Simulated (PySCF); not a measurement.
**How good is the calculation?**

Geometry (Å), atoms numbered from 1 in this order:
```xyz
14

C    -1.9581   -0.0762   -0.2994
C    -0.4793   -0.0466   -0.6519
C     0.4204    0.0404    0.5752
C     1.8891    0.0694    0.2129
Cl    2.9285    0.1799    1.6656
H    -2.1983   -0.9412    0.3391
H    -2.5870   -0.1414   -1.1997
H    -2.2550    0.8309    0.2507
H    -0.2188   -0.9485   -1.2336
H    -0.2735    0.8101   -1.3177
H     0.2330   -0.8170    1.2435
H     0.1782    0.9447    1.1586
H     2.1318    0.9363   -0.4185
H     2.1902   -0.8406   -0.3259
```

The experiment to reproduce: δ 1H H13/H14 3.42; H11/H12 1.68; H9/H10 1.41; H6/H7/H8 0.92 ppm (measured; solution, not stated per compound (mostly CDCl3 or CCl4); Pretsch, Buehlmann, Badertscher, Structure Determination of Organic Compounds, 4th ed. (2009)).

PySCF 2.14 calculation with σ from GIAO-B3LYP/pcSseg-2 and PBE0-D3(BJ)/def2-SVP structure; one conformer, no solvent, non-relativistic, one averaged value for each set of equivalent atoms.

(1) What does the calculation give, and how does it compare?

(2) How far are the unscaled 1H shifts from the references?

Results:

(1) 
Reference values: measured (solution, not stated per compound (mostly CDCl3 or CCl4); Pretsch, Buehlmann, Badertscher, Structure Determination of Organic Compounds, 4th ed. (2009)).
```
   atoms  quantity  reference  computed  computed, scaled
 H13/H14      δ 1H       3.42      3.36              3.31
 H11/H12      δ 1H       1.68      1.66              1.67
  H9/H10      δ 1H       1.41      1.23              1.25
H6/H7/H8      δ 1H       0.92      1.03              1.06
```

Computed shifts are σ(ref) − σ with the named reference compound (TMS for H and C) calculated as an isolated molecule at the same level. The measured values may be among those fitted. Empirical linear scaling, fitted to shifts measured mostly in CDCl3 for H and C (δ vs TMS): 1H (scatter 0.18 ppm rms). A few per cent of atoms miss by over 2 rms, more outside the fitted compound classes.

(2) Mean signed difference -0.04 ppm, mean absolute 0.09 ppm over 4 comparisons; the largest is -0.18 ppm at H9/H10 (hydrogen on an sp3 CH2).

4 of the 9 published NMR values on file for this molecule are compared. The rest: 1 that an audit found false.
